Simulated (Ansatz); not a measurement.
Process, species as SMILES: C=CCl + 3 [H][H] (H2) → 2 C (CH4) + Cl (HCl)
B3LYP-D3(BJ)/def2-TZVP geometries, fixed; electronic energies without zero-point terms.

Basis-set convergence of the energy of full hydrogenation at B2PLYP with Ansatz (a quantum-chemistry and plane-wave program). All functions are spherical. Cores are frozen. No added dispersion term, no relativity. Functions are those of the species that has most. Reference: the value in aug-pcseg-3, -76.57 kcal/mol, itself unsure by roughly 0.09 kcal/mol (its mean distance from aug-cc-pV(Q+d)Z, def2-QZVPPD, pcseg-3). Deviations are taken from unrounded values. Cost is core time over that of aug-cc-pV(D+d)Z, rough, on shared machines of one kind.

```json
[
 {"basis": "cc-pV(D+d)Z", "functions": "66", "energy of full hydrogenation (kcal/mol)": "-77.91", "minus reference (kcal/mol)": "-1.34", "cost": "0.4×"},
 {"basis": "aug-cc-pV(D+d)Z", "functions": "105", "energy of full hydrogenation (kcal/mol)": "-79.67", "minus reference (kcal/mol)": "-3.10", "cost": "1×"},
 {"basis": "cc-pV(T+d)Z", "functions": "141", "energy of full hydrogenation (kcal/mol)": "-77.05", "minus reference (kcal/mol)": "-0.48", "cost": "0.7×"},
 {"basis": "jun-cc-pV(T+d)Z", "functions": "168", "energy of full hydrogenation (kcal/mol)": "-77.11", "minus reference (kcal/mol)": "-0.54", "cost": "1×"},
 {"basis": "aug-cc-pV(T+d)Z", "functions": "216", "energy of full hydrogenation (kcal/mol)": "-77.00", "minus reference (kcal/mol)": "-0.43", "cost": "2×"},
 {"basis": "cc-pV(Q+d)Z", "functions": "264", "energy of full hydrogenation (kcal/mol)": "-76.61", "minus reference (kcal/mol)": "-0.05", "cost": "4×"},
 {"basis": "aug-cc-pV(Q+d)Z", "functions": "387", "energy of full hydrogenation (kcal/mol)": "-76.45", "minus reference (kcal/mol)": "0.12", "cost": "10×"}
]
```

The smallest set listed that lies within 1 kcal/mol of the reference with all its larger relatives (same family, alike in diffuse functions; a set with none counts only in the reference's own line) is cc-pV(T+d)Z (141 functions, 0.7× in cost, -0.48 kcal/mol off).
